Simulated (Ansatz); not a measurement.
## Counterpoise correction, worked out

The pair of HF (SMILES F, atoms 1–2) and CH4S (SMILES CS, atoms 3–8), both closed shells, in one local arrangement (a lower one may exist), relaxed at PBE0-D4/def2-TZVP:

```
8
angstrom
F 1.1461 0.4251 -2.2408
H 0.7011 -0.1962 -1.6905
C -0.0450 0.2331 0.9784
S -0.3626 -1.1762 -0.1088
H -0.0635 1.1675 0.4207
H 0.9566 0.0835 1.3804
H -0.7575 0.2570 1.8010
H -1.5752 -0.7940 -0.5403
```

Computed with Ansatz 0.2.0 (basis: def2-TZVPPD); correlated methods freeze the cores.

MP2 total energies in eV:

| system | geometry | basis functions | energy |
| --- | --- | --- | --- |
| pair | pair | all | -14652.47813 |
| HF | as in the pair | all (partner as ghosts) | -2730.37073 |
| CH4S | as in the pair | all (partner as ghosts) | -11921.82787 |
| HF | as in the pair | its own | -2730.36052 |
| CH4S | as in the pair | its own | -11921.80774 |
| HF | free (PBE0-D4 minimum) | its own | -2730.37406 |
| CH4S | free (PBE0-D4 minimum) | its own | -11921.80862 |

Q: Work out the interaction energy with and without the counterpoise correction, the superposition error, and the binding energy from the relaxed fragments.

A: Without correction: -14652.47813 − (-2730.36052) − (-11921.80774) = -0.30987 eV.
With correction (each fragment in the whole basis): -14652.47813 − (-2730.37073) − (-11921.82787) = -0.27953 eV = -6.45 kcal/mol.
The superposition error is the difference, 0.03034 eV, 10 % of the uncorrected value: each fragment borrows its partner's functions.
Deformation from the free shapes: 0.01354 eV for HF and 0.00088 eV for CH4S.
Binding energy from relaxed fragments: -0.27953 + 0.01354 + 0.00088 = -0.26511 eV = -6.11 kcal/mol (electronic, without zero-point energy; negative means bound). For comparison, the corrected interaction energy by CCSD(T) at an estimated basis limit (MP2 extrapolated from triple and quadruple zeta, plus CCSD(T) − MP2 in triple zeta) is -0.294 eV.

The T1 diagnostic stays at or below 0.011.

For scale, one of the runs: CCSD(T)/def2-TZVPPD, 213 basis functions, launched by `ansatz run in.yaml --threads 4 --pin off --events-out ev --progress --plain --max-ram 9574MiB`. The run took 47 s on 4 CPU threads of an AMD EPYC 7R43 (shared host), with 3 GiB of host memory at its peak.
